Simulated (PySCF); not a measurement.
Calculated NMR parameters of HOCN

```yaml
Formula: CHNO
SMILES: N#CO
Point_group_of_the_computed_structure: Cs
Degrees_of_unsaturation: 2
Carbon_signals: 1
Proton_signals: 1
```

Mapped SMILES: `[N:1]#[C:2][OH:3]`. Each H is labelled by its parent atom.

PySCF 2.14.0 with density-fitted response routines calculation with σ from GIAO-PBE0/pcSseg-1, geometry from PBE0-D3(BJ)/def2-SVP and J: B3LYP/pcJ-1; isolated molecule, one computed conformer, no relativistic terms.

Referencing at the same level of theory: ¹H (σref 31.27), ¹³C (σref 184.41) vs TMS; NH3 for ¹⁵N (σref 265.67); ¹⁷O (σref 334.56) vs H2O.

```tsv
carbon	δC, type	δH (multiplicity, J in Hz)	HMBC from (abs. J ≥ 3 Hz)	span of the C tensor (ppm)
C2	115.8, C	–	–	330
```

Other nuclei:
| atoms | nucleus | environment | δ (ppm) | σ (ppm) |
| --- | --- | --- | --- | --- |
| H(O3) | ¹H | hydrogen on an oxygen bonded to C | 3.47 | 27.80 |
| N1 | ¹⁵N | nitrile nitrogen | 196.8 | 68.9 |
| O3 | ¹⁷O | oxygen bonded to C, H | 48.6 | 285.9 |

Selected couplings (Hz, signed; the shortest-range and largest first, 30 at most; isotopes ¹⁵N, ¹³C): ¹J(N1,C2) -11.5.

- δC 115.8: nitrile carbon; typical of a nitrile.
- δH 3.47: hydrogen on an oxygen bonded to C; labile proton, position sensitive to the medium.

The OH or NH signal is concentration- and solvent-dependent in practice; the value given is the gas-phase one. Shifts are as computed. Against solution values, carbons near 30 ppm lie about +2 ppm off and those near 130 ppm about +5 ppm. Of 1211 compounds with measured shifts, 218 miss one by over three times the rms of a fit or turn the order of signals round; such compounds aren't used in these exercises. Experimental scales use liquid or dissolved standards, which lie at an offset from isolated NH3 (liquid NH3: subtract about 20 ppm) and H2O (liquid H2O: subtract about 36 ppm). Unscaled 15N shifts of sp2 nitrogen come out 20 to 40 ppm too high even then.
